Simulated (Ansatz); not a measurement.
Results of LDA in Ansatz (plane waves, PAW) for pyrite PtSb₂.

Settings: plane-wave cutoff 520 eV, 10×10×10 k mesh, Fermi–Dirac smearing 0.05 eV, scalar-relativistic PAW data made under PBE.

Cell (relaxed at this level):

```
PtSb2
1.0
    6.42073     0.00000     0.00000
    0.00000     6.42073     0.00000
    0.00000     0.00000     6.42073
Pt Sb
4 8
Cartesian
  0.00000   3.21037   3.21037
  3.21037   3.21037   0.00000
  3.21037   0.00000   3.21037
  0.00000   0.00000   0.00000
  2.40538   0.80499   5.61574
  4.01535   5.61574   0.80499
  0.80499   5.61574   2.40538
  5.61574   0.80499   4.01535
  5.61574   2.40538   0.80499
  0.80499   4.01535   5.61574
  4.01535   4.01535   4.01535
  2.40538   2.40538   2.40538
```

### Question
What does this level give for the bulk modulus?

### Answer

bulk modulus: 128 GPa

The run finds no gap.

Note: the bulk modulus is −V dP/dV from two relaxed cells at ±2 % in volume; the gap of the solid is closed in this run; this level leaves the solid without a gap, although one is measured.

Spin–orbit coupling is not included; it can open a gap where bands touch, and shift volumes and moduli.

The computed numbers hold no vibrational or temperature effects.

Ansatz is a quantum-chemistry and plane-wave program.
